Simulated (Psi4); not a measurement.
# singlet CF+: levels of theory compared

Wanted: a comparison of 6 runs (B2PLYP/cc-pVTZ, M06-2X/cc-pVTZ, M06-L/cc-pVTZ, SVWN5/cc-pVTZ, wB97M-V/cc-pVTZ, CCSD/cc-pVTZ) of singlet CF+. 

The calculation is run with Psi4 1.11.

2 further runs of the same task are left out: 2 that didn't finish.

**1. The molecule**

The species is CF+ (2 atoms), meant as a singlet with charge +1. SMILES of the parent species: `[C]F`. The coordinates come from a PBE0-D4/def2-TZVP relaxation. That shape belongs to the parent species and isn't relaxed for this state.

Bond lengths: C1–F2 1.268 Å.

**2. The energy at B2PLYP/cc-pVTZ (density fitting for correlation) (run 1)**

Contents of job.inp:

```
memory 2200 mb

molecule molecule1 {
  1 1
  C      0.000000     0.000000     0.003080
  F      0.000000     0.000000     1.271320
  units angstrom
  symmetry c1
}

set globals {
  puream true
  e_convergence 1e-09
  d_convergence 1e-08
  scf_type pk
  dft_radial_points 99
  dft_spherical_points 590
  num_frozen_docc 2
}

energy("b2plyp/cc-pVTZ")
print_variables()
```

Command:

```console
$ psi4 job.inp job.out -n 1
```

job.out:

```text
[...]
  Running in c1 symmetry.
[...]
  Nuclear repulsion =   22.531673323803066
[...]
  Multiplicity = 1
[...]
  Nalpha       = 7
  Nbeta        = 7
[...]
    Number of basis functions: 60
[...]
   @RKS iter   1:  -137.24057873673158   -1.18612e-01   4.40904e-03 ADIIS/DIIS
[...]
   @RKS iter   9:  -137.27673980859171   -6.82121e-12   3.77794e-09 DIIS
[...]
    Orbital Energies [Eh]
    ---------------------
    Doubly Occupied:
       1A    -25.888521     2A    -11.295440     3A     -1.898964
       4A     -1.189128     5A     -1.016971     6A     -1.016971
       7A     -0.884907
[...]
  @RKS Final Energy:  -137.27673980859171
   => Energetics <=
    Nuclear Repulsion Energy =             22.5316733238030658
    One-Electron Energy =                -227.9602843786973949
    Two-Electron Energy =                  75.4776614846024358
    DFT Exchange-Correlation Energy =      -7.3257902382998212
    Empirical Dispersion Energy =           0.0000000000000000
    VV10 Nonlocal Energy =                  0.0000000000000000
    Total Energy =                       -137.2767398085917137
[...]
 Multipole Moments:
 ------------------------------------------------------------------------------------
     Multipole            Electronic (a.u.)      Nuclear  (a.u.)        Total (a.u.)
 ------------------------------------------------------------------------------------
 L = 1.  Multiply by 2.5417464519 to convert [e a0] to [Debye]
 Dipole X            :         -0.0000000            0.0000000           -0.0000000
 Dipole Y            :          0.0000000            0.0000000            0.0000000
 Dipole Z            :         -0.3049434           -0.4631463           -0.7680897
 Magnitude           :                                                    0.7680897
[...]
```

It took 8.1 s on 1 thread of Intel Xeon at 2.50GHz (Skylake/Cascade Lake), shared host; peak memory 0.43 GiB.

**3. A single-point energy at M06-2X/cc-pVTZ (run 2)**

Contents of input.inp:

```
memory 2200 MB

molecule mol {
  1 1
  C      0.000000     0.000000     0.003080
  F      0.000000     0.000000     1.271320
  units angstrom
  symmetry c1
}

set basis cc-pVTZ
set puream true
set e_convergence 1e-09
set d_convergence 1e-08
set scf_type pk
set dft_radial_points 99
set dft_spherical_points 590

energy('m06-2x')
print_variables()
```

Command:

```console
$ psi4 input.inp input.out -n 1
```

input.out:

```text
[...]
  Running in c1 symmetry.
[...]
  Nuclear repulsion =   22.531673323803066
[...]
  Multiplicity = 1
[...]
  Nalpha       = 7
  Nbeta        = 7
[...]
    Number of basis functions: 60
[...]
   @RKS iter   1:  -137.39208508543916   -8.08383e-02   4.36867e-03 DIIS/ADIIS
[...]
   @RKS iter   9:  -137.42912669846041   -5.48539e-12   5.83894e-09 DIIS
[...]
    Orbital Energies [Eh]
    ---------------------
    Doubly Occupied:
       1A    -25.773064     2A    -11.212465     3A     -1.875748
       4A     -1.188482     5A     -1.022034     6A     -1.022034
       7A     -0.881474
[...]
  @RKS Final Energy:  -137.42912669846041
   => Energetics <=
    Nuclear Repulsion Energy =             22.5316733238030658
    One-Electron Energy =                -227.9110430045287217
    Two-Electron Energy =                  75.2774105372060092
    DFT Exchange-Correlation Energy =      -7.3271675549407513
    Empirical Dispersion Energy =           0.0000000000000000
    VV10 Nonlocal Energy =                  0.0000000000000000
    Total Energy =                       -137.4291266984604079
[...]
 Multipole Moments:
 ------------------------------------------------------------------------------------
     Multipole            Electronic (a.u.)      Nuclear  (a.u.)        Total (a.u.)
 ------------------------------------------------------------------------------------
 L = 1.  Multiply by 2.5417464519 to convert [e a0] to [Debye]
 Dipole X            :         -0.0000000            0.0000000           -0.0000000
 Dipole Y            :         -0.0000000            0.0000000           -0.0000000
 Dipole Z            :         -0.2951174           -0.4631463           -0.7582637
 Magnitude           :                                                    0.7582637
[...]
```

Wall time 14 s (1 thread of Intel Xeon at 2.50GHz (Skylake/Cascade Lake), shared host); peak memory 0.72 GiB.

Runs 3 to 4 aren't shown in full; the table further down has their settings and results.

**4. A single-point energy at wB97M-V/cc-pVTZ (run 5)**

Contents of calc.in:

```
memory 2.2 GB

molecule {
  1 1
  C      0.000000     0.000000     0.003080
  F      0.000000     0.000000     1.271320
  units angstrom
  symmetry c1
}

set basis cc-pVTZ
set reference rks
set puream true
set e_convergence 1e-09
set d_convergence 1e-08
set scf_type pk
set dft_radial_points 99
set dft_spherical_points 590

energy_value = energy("wb97m-v")
print_variables()
```

Command:

```console
$ psi4 -n 1 calc.in calc.out
```

calc.out:

```text
[...]
  Running in c1 symmetry.
[...]
  Nuclear repulsion =   22.531673323803066
[...]
  Multiplicity = 1
[...]
  Nalpha       = 7
  Nbeta        = 7
[...]
    Number of basis functions: 60
[...]
   @RKS iter   1:  -137.41259107457211   -1.66298e-01   4.36159e-03 ADIIS/DIIS
[...]
   @RKS iter  10:  -137.45165960973580   -8.81073e-13   9.21368e-10 DIIS
[...]
    Orbital Energies [Eh]
    ---------------------
    Doubly Occupied:
       1A    -25.433456     2A    -11.006836     3A     -1.863688
       4A     -1.202114     5A     -1.038569     6A     -1.038569
       7A     -0.911913
[...]
  @RKS Final Energy:  -137.45165960973580
   => Energetics <=
    Nuclear Repulsion Energy =             22.5316733238030658
    One-Electron Energy =                -227.9069226088103619
    Two-Electron Energy =                  79.1015686333087586
    DFT Exchange-Correlation Energy =     -11.2383838476420443
    Empirical Dispersion Energy =           0.0000000000000000
    VV10 Nonlocal Energy =                  0.0604048896047979
    Total Energy =                       -137.4516596097357990
[...]
 Multipole Moments:
 ------------------------------------------------------------------------------------
     Multipole            Electronic (a.u.)      Nuclear  (a.u.)        Total (a.u.)
 ------------------------------------------------------------------------------------
 L = 1.  Multiply by 2.5417464519 to convert [e a0] to [Debye]
 Dipole X            :         -0.0000000            0.0000000           -0.0000000
 Dipole Y            :          0.0000000            0.0000000            0.0000000
 Dipole Z            :         -0.2313223           -0.4631463           -0.6944686
 Magnitude           :                                                    0.6944686
[...]
```

It took 28 s on 1 thread of Intel Xeon at 2.50GHz (Skylake/Cascade Lake), shared host; peak memory 0.73 GiB.

**5. The energy at CCSD/cc-pVTZ (run 6)**

Contents of job.dat:

```
memory 2.2 GB

molecule molecule1 {
  1 1
  C      0.00000000     0.00000000     0.00582036
  F      0.00000000     0.00000000     2.40244662
  units bohr
  symmetry c1
}

set {
  puream          true
  e_convergence   1e-09
  d_convergence   1e-08
  scf_type        pk
  num_frozen_docc 2
}

E, wfn = energy('ccsd/cc-pVTZ', return_wfn=True)
```

Command:

```console
$ psi4 -i job.dat -o job.out -n 1
```

job.out:

```text
[...]
  Running in c1 symmetry.
[...]
  Nuclear repulsion =   22.531673336500951
[...]
  Multiplicity = 1
[...]
  Nalpha       = 7
  Nbeta        = 7
[...]
    Number of basis functions: 60
[...]
   @RHF iter   1:  -136.80665202742117   -3.08382e-01   5.94256e-03 DIIS/ADIIS
[...]
   @RHF iter  10:  -136.87476016476000   -8.24230e-13   2.16209e-09 DIIS
[...]
    Orbital Energies [Eh]
    ---------------------
    Doubly Occupied:
       1A    -26.816000     2A    -11.920302     3A     -2.124674
       4A     -1.321004     5A     -1.134363     6A     -1.134363
       7A     -0.985853
[...]
  @RHF Final Energy:  -136.87476016476000
   => Energetics <=
    Nuclear Repulsion Energy =             22.5316733365009512
    One-Electron Energy =                -227.9397494994237832
    Two-Electron Energy =                  68.5333159981628484
    Total Energy =                       -136.8747601647600050
[...]
 Multipole Moments:
 ------------------------------------------------------------------------------------
     Multipole            Electronic (a.u.)      Nuclear  (a.u.)        Total (a.u.)
 ------------------------------------------------------------------------------------
 L = 1.  Multiply by 2.5417464519 to convert [e a0] to [Debye]
 Dipole X            :          0.0000000            0.0000000            0.0000000
 Dipole Y            :         -0.0000000            0.0000000           -0.0000000
 Dipole Z            :         -0.4130050           -0.4631463           -0.8761513
 Magnitude           :                                                    0.8761513
[...]
      * MP2 total energy                      = -137.233915753343268
[...]
      * CCSD total energy                     = -137.244637229461944
[...]
```

Run time: 91 s. Hardware: 1 thread of Intel Xeon at 2.50GHz (Skylake/Cascade Lake), shared host; peak memory 0.35 GiB.

**6. The series**

```tsv
run	level	fitting correlation	frozen core orbitals	energy (Eh)	HOMO energy (eV)	LUMO energy (eV)	HOMO–LUMO gap (eV)	wall time
1	B2PLYP/cc-pVTZ (density fitting for correlation)	density fitting	2	-137.398079	-24.08	-11.54	12.54	8.1 s
2	M06-2X/cc-pVTZ	–	0	-137.429127	-23.99	-12.07	11.92	14 s
3	M06-L/cc-pVTZ	–	0	-137.454259	-20.86	-14.33	6.53	22 s
4	SVWN5/cc-pVTZ	–	0	-136.481706	-20.55	-14.99	5.56	8.7 s
5	wB97M-V/cc-pVTZ	–	0	-137.451660	-24.81	-10.69	14.13	28 s
6	CCSD/cc-pVTZ	none	2	-137.244637	-26.83	-8.37	18.46	91 s
```

**7. Summary of results**

```
                                          quantity          value
                               run 6: total energy  -137.24464 Eh
        run 6: HOMO energy (Hartree–Fock orbitals)      -26.83 eV
        run 6: LUMO energy (Hartree–Fock orbitals)       -8.37 eV
      run 6: HOMO–LUMO gap (Hartree–Fock orbitals)       18.46 eV
run 6: correlation energy (2 core orbitals frozen)     -369.9 mEh
                              run 6: T1 diagnostic          0.027
```

**Reading.** Over runs 1, 2, 3, 4, 5 the HOMO–LUMO gap runs from 5.56 eV (SVWN5/cc-pVTZ) to 14.13 eV (wB97M-V/cc-pVTZ). Totals of different functionals can't be ranked against each other. All runs together took 2.9 min, the longest 91 s.
